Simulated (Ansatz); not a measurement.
Ansatz (a quantum-chemistry and plane-wave program) input for H2Si, SMILES [SiH2] (connectivity only; charge and spin as stated), charge +1, multiplicity 2, PBE-D3(BJ)/def2-TZVPD. 

Ansatz 0.2 input:
```yaml
crystal:
  periodic: [false, false, false]
  atoms:
    - {symbol: Si, position_ang: [-0.00000000, 0.00000000, -0.07419760]}
    - {symbol: H, position_ang: [0.00000000, -1.34668494, 0.51938317]}
    - {symbol: H, position_ang: [0.00000000, 1.34668493, 0.51938317]}
basis:
  gaussian:
    orbitals: def2-TZVPD
hamiltonian:
  xc: pbe
  dispersion: d3bj
total_charge: 1
magnetization: {spin_polarized: true, initial_magnetization: 1}
relax: {f_tol: 0.002, max_steps: 200}
```

Program output:

```
WARN ansatz: RAYON_NUM_THREADS=1 ignored (pool sized by the plan → 1); use --threads N
Functional definition: PBE
integrals: 0.01 GiB planned
377 factors; their error is unknown
mean field: 0.12 GiB planned
mean field evaluation 1: about -7893.9235 eV, gradient 1.0e1 eV
mean field evaluation 2: about -7894.5827 eV, gradient 4.6e0 eV
mean field evaluation 4: about -7894.7442 eV, gradient 2.2e-1 eV
mean field evaluation 8: about -7894.7388 eV, gradient 1.1e-3 eV
mean field evaluation 16: about -7894.7388 eV, gradient 6.6e-6 eV
mean field -7894.73882661 eV, -290.1263006316 hartree, gradient 6.6e-6 eV, S^2 0.751542; 0 other end points of the search recorded, 0 dependent functions left out
the calculation of the forces begins
reference -7894.73886001 eV, -290.1263018591 hartree; 8, 7 occupied and 53, 54 virtual orbitals, 377 factors
relax step   1: F+E_penalty+E_count = -7894.76280247 eV  Δ(F+E_penalty+E_count) = +0.000e0 eV  max|allowed force component| = 1.207e0 eV/Å  Δτ_max = 0.0000 Å  (28 SCF iters, accepted)
these checks for a lower state are left out or cut short: starts, cluster_reference, orbital_swaps, neighbouring_geometries, increment
integrals: 0.01 GiB planned
377 factors; their error is unknown
mean field: 0.12 GiB planned
mean field -7894.82733667 eV, -290.1295533166 hartree, gradient 1.8e-5 eV, S^2 0.751718; 0 other end points of the search recorded, 0 dependent functions left out
the calculation of the forces begins
reference -7894.82736943 eV, -290.1295545203 hartree; 8, 7 occupied and 53, 54 virtual orbitals, 377 factors
relax step   2: F+E_penalty+E_count = -7894.85145409 eV  Δ(F+E_penalty+E_count) = -8.865e-2 eV  max|allowed force component| = 4.239e-2 eV/Å  Δτ_max = 0.1128 Å  (28 SCF iters, accepted)
these checks for a lower state are left out or cut short: starts, cluster_reference, orbital_swaps, neighbouring_geometries, increment
integrals: 0.01 GiB planned
377 factors; their error is unknown
mean field: 0.12 GiB planned
mean field -7894.82758672 eV, -290.1295625058 hartree, gradient 2.5e-5 eV, S^2 0.751716; 0 other end points of the search recorded, 0 dependent functions left out
the calculation of the forces begins
reference -7894.82761952 eV, -290.1295637110 hartree; 8, 7 occupied and 53, 54 virtual orbitals, 377 factors
relax step   3: F+E_penalty+E_count = -7894.85169224 eV  Δ(F+E_penalty+E_count) = -2.381e-4 eV  max|allowed force component| = 9.132e-3 eV/Å  Δτ_max = 0.0072 Å  (23 SCF iters, accepted)
these checks for a lower state are left out or cut short: starts, cluster_reference, orbital_swaps, neighbouring_geometries, increment
integrals: 0.01 GiB planned
377 factors; their error is unknown
mean field: 0.12 GiB planned
mean field evaluation 32: about -7894.8340 eV, gradient 4.8e-2 eV
mean field -7894.82759437 eV, -290.1295627866 hartree, gradient 4.9e-5 eV, S^2 0.751718; 0 other end points of the search recorded, 0 dependent functions left out
the calculation of the forces begins
reference -7894.82762716 eV, -290.1295639916 hartree; 8, 7 occupied and 53, 54 virtual orbitals, 377 factors
relax step   4: F+E_penalty+E_count = -7894.85170189 eV  Δ(F+E_penalty+E_count) = -9.653e-6 eV  max|allowed force component| = 1.609e-5 eV/Å  Δτ_max = 0.0011 Å  (19 SCF iters, accepted)
integrals: 0.01 GiB planned
377 factors; their error is unknown
mean field: 0.12 GiB planned
mean field -7894.82759437 eV, -290.1295627866 hartree, gradient 4.9e-5 eV, S^2 0.751718; 1 other end points of the search recorded, 0 dependent functions left out
the calculation of the forces begins
reference -7894.82762716 eV, -290.1295639916 hartree; 8, 7 occupied and 53, 54 virtual orbitals, 377 factors
Total energy: -7894.85173468 eV, -290.1304499268 hartree
Atom 0 at     0.000000     0.000000    -0.183318 Å, force     0.000000     0.000000    -0.000014 eV/Å
Atom 1 at    -0.000000    -1.300657     0.573944 Å, force    -0.000000    -0.000016     0.000007 eV/Å
Atom 2 at    -0.000000     1.300657     0.573944 Å, force    -0.000000     0.000016     0.000007 eV/Å
Dipole moment:    -0.000000    -0.000000     0.008230 e Å
```

The run converged.
